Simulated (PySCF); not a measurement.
**Core-level binding energies of diiminomethane**

Compound: diiminomethane, CH2N2.
SMILES with atom numbers: `[NH:1]=[C:2]=[NH:3]`

The calculation used delta-SCF UKS SCAN, pcX-2 on the ionised atom, pcseg-1 elsewhere, spin-free X2C in PySCF. Each binding energy is the total energy of the core-ionised species, with the hole localised on one atom, minus that of the ground state; both are solved self-consistently, so orbital relaxation is included.

Task: What binding energy does each computed site have?

Result: 
```tsv
atom(s)	environment	level	binding energy (eV)	count
C2	central carbon of cumulated double bonds	C 1s	294.22	1
N1/N3	nitrogen bonded to C and H	N 1s	405.39	2
```

Task: Express the binding energy of C 1s of C2 in atomic units and per mole.

Result: 294.22 eV = 10.8124 Eh = 28388 kJ/mol.

Task: Which effective nuclear charge Zeff reproduces each element's mean 1s value in the hydrogen-like formula E = 13.606 eV × Zeff²?

Result: C (Z = 6): mean 294.2 eV, Zeff = 4.65, Z − Zeff = 1.35; N (Z = 7): mean 405.4 eV, Zeff = 5.46, Z − Zeff = 1.54. Means run over the listed sites, weighted by atom count.

The first atom of each set that the bonding makes equivalent was ionised and stands for the set. Geometry: PBE0-D3(BJ)/def2-SVP; no solvent, vibrations or thermal averaging.

Hardware: one thread of an AMD EPYC 7B13, shared host with 64 logical CPUs at a one-minute load of 7.7. Cost: 2.9 s of wall time, 0.41 GiB resident at most.
